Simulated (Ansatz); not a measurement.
Reaction (SMILES): [C](Cl)Cl (closed-shell singlet) + 3 [H][H] (H2) → C (CH4) + 2 Cl (HCl)
B3LYP-D3(BJ)/def2-TZVP geometries, fixed; electronic energies without zero-point terms.

The energy of full hydrogenation at MP2 with Ansatz (a first-principles code), in kcal/mol, split into its Hartree-Fock and correlation parts. Cores are frozen. A restricted Hartree-Fock determinant is unstable towards unrestricted orbitals. No added dispersion term, no relativity. Functions are those of the species that has most.

```tsv
basis	X	functions	Hartree-Fock	MP2
aug-cc-pV(D+d)Z	2	87	-141.78	-136.55
aug-cc-pV(T+d)Z	3	156	-138.76	-134.39
aug-cc-pV(Q+d)Z	4	264	-138.35	-133.57
```

Worked estimate of the basis-set limit from each neighbouring pair, with Hartree-Fock from the larger set and the correlation part extrapolated as X^-3.
Correlation parts: X = 2: 5.23, X = 3: 4.37, X = 4: 4.78.
- (2,3): (27·(4.37) - 8·(5.23))/19 = 4.01; with Hartree-Fock -138.76 the estimate is -134.75 kcal/mol.
- (3,4): (64·(4.78) - 27·(4.37))/37 = 5.08; with Hartree-Fock -138.35 the estimate is -133.27 kcal/mol.
The last two estimates differ by 1.48 kcal/mol; the largest set lies 0.30 from the last. Over the last step Hartree-Fock moves by 0.41 and the correlation part by 0.41.
